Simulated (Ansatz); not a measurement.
# AlSiH (triplet): wave-function methods side by side, def2-QZVPP

The task here is to estimate one member of a computed series from the others.

Method: def2-QZVPP, core rule «outside noble gas», up to 10 orbitals frozen; program: Ansatz 0.2.0, Gaussian basis.

Plan: UHF; ROHF; CCSD(T) on UHF.

2 further runs of the same task are left out: 2 set aside as unsound or not needed.

**What is computed**

The geometry is a PBE0/def2-TZVP stationary point (not a proven minimum).

3 atoms, charge 0, spin multiplicity 3.

Atoms are counted from 1 here; the program's logs count them from 0.

Bond lengths: Si1–Al2 2.390 Å, Si1–H3 1.598 Å. Angles: Al2–Si1–H3 57.3°.

The first run:

File in.yaml:

```yaml
crystal:
  periodic: [false, false, false]
  atoms:
    - {symbol: Si, position_ang: [0.000000, -0.035961, 1.165412]}
    - {symbol: Al, position_ang: [0.000000, -0.011793, -1.224879]}
    - {symbol: H, position_ang: [0.000000, 1.317723, 0.315431]}
basis:
  gaussian: {orbitals: "def2-QZVPP.json"}
magnetization: {spin_polarized: true, initial_magnetization: 2}
hamiltonian: {xc: hf}
output: {orbitals: {seedname: orbitals}}
```

Started as:

```bash
ansatz run in.yaml --threads 1 --pin off --events-out ev --progress --plain --max-ram 2393MiB
```

Steps of the session up to this table: UHF; ROHF; CCSD(T) on UHF.

One of the session's tables, all rows but one given; the rest of the session is left out.

| method | from UCCSD(T) (meV) |
| --- | --- |
| ROHF | +5551.5 |
| UHF | ? |
| UMP2 | +1118.1 |
| UCCSD | +291.7 |
| UCCSD(T) | 0 |

Q: Estimate the row for UHF from the others.

The run gave: from UCCSD(T) (meV): +5297.3. In the column «from UCCSD(T) (meV)» it lies between UMP2 (+1118.1) and ROHF (+5551.5).
